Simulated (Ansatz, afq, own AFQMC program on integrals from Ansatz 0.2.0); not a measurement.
# AlH₄, doublet in cc-pVTZ, levels against CCSDT(Q)

```csv
atom,x (Å),y (Å),z (Å)
Al,-0.0929,0.0000,0.0000
H,-0.8858,1.3734,0.0000
H,-0.8858,-1.3734,0.0000
H,1.7121,0.0000,0.0000
H,2.5451,0.0000,0.0000
```

Basis cc-pVTZ. Only valence electrons are correlated. AFQMC by an in-house program on the Cholesky factors that Ansatz 0.2.0 writes for its CCSD(T) run. ph-AFQMC/CISD is guided by a CISD state made of CCSD amplitudes; releasing the constraint for a short imaginary time cuts its bias at the price of noise, slowly where states lie close. ± is one standard error of the sampling.

Determinant: UHF, the one that the program's search chose, which needn't be the lowest solution. The geometry is a point of a scan.

No full CI on the walks' own integrals is used here; CCSDT(Q) serves as the reference and is uncertain by about the last step of the cluster series.

```
T1 diagnostic                               : 0.0153
weight of the determinant in the CISD state : 0.919
⟨S²⟩ of the determinant                     : 0.769
size of the correlated space                : 7 electrons in 85 orbitals
```

Reference: CCSDT(Q), correlation energy -3.771 eV. The released energy is read at 2.40 1/Eh (meV from the phaseless value at times in 1/Eh: -1.2 ± 1.4 at 0.24, -2.7 ± 1.2 at 0.51, -3.2 ± 1.3 at 0.99, -4.3 ± 1.5 at 1.62, -6.9 ± 1.7 at 2.40).

```tsv
level	E − E(reference) (kcal/mol)	share of correlation (%)
HF	86.96	0.00
MP2	19.46	77.62
CCSD	1.99	97.72
CCSD(T)	0.47	99.46
CCSDT	0.04	99.95
ph-AFQMC/CISD	0.11 ± 0.04	99.87
released AFQMC	-0.05 ± 0.04	100.06
```

A walk keeps the symmetry of its determinant, which the program's search chose and which needn't be the lowest solution, so a lower state of the same spin and another symmetry isn't excluded. Released energies are given only where the last usable release times agree within the noise; a slower fall can still hide under it.
